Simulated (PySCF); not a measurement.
**Worked example: correlation energy of GaAs⁺, sextet**

Geometry: that of the GaAs⁺, quartet, kept fixed. The quartet lies 5.1 eV lower here.

```xyz
2

Ga    0.0000    0.0000    0.0000
As    0.0000    0.0000    2.7035
```

Basis cc-pVDZ; PySCF 2.14.0. Correlated methods freeze the noble-gas cores and the filled d shells of p-block atoms, which leaves 7 electrons in 26 orbitals. Prefix R: restricted or restricted open-shell reference. No spin–orbit coupling is included, and no scalar relativity.

Full CI is exact within this basis and frozen core; it isn't the basis-set limit.

RCCSD has a T1 diagnostic of 0.013 and a largest doubles amplitude of 0.04.

```tsv
level	total energy (hartree)
RHF	-4157.003144
RMP2	-4157.066085
RCCSD	-4157.083339
RCCSD(T)	-4157.084956
RCCSDT	-4157.085412
full CI	-4157.085536
```

Q: What is the correlation energy at full CI, and what share of it do RMP2 and RCCSDT recover?

A: E(corr) = -4157.085536 − (-4157.003144) = -0.082392 hartree = -2.242 eV. RMP2: -0.062941 / -0.082392 = 76.39 %. RCCSDT: -0.082268 / -0.082392 = 99.85 %.

Q: By how many kcal/mol does RCCSD(T) miss full CI (1 hartree = 627.509 kcal/mol), and which steps make up the rest?

A: -4157.084956 − (-4157.085536) = 0.000580 hartree = 0.36 kcal/mol. Steps: RCCSDT − RCCSD(T) = -0.29, full CI − RCCSDT = -0.08 kcal/mol. That is within 1 kcal/mol of the reference in this basis, which itself misses far more of the correlation at the basis-set limit.
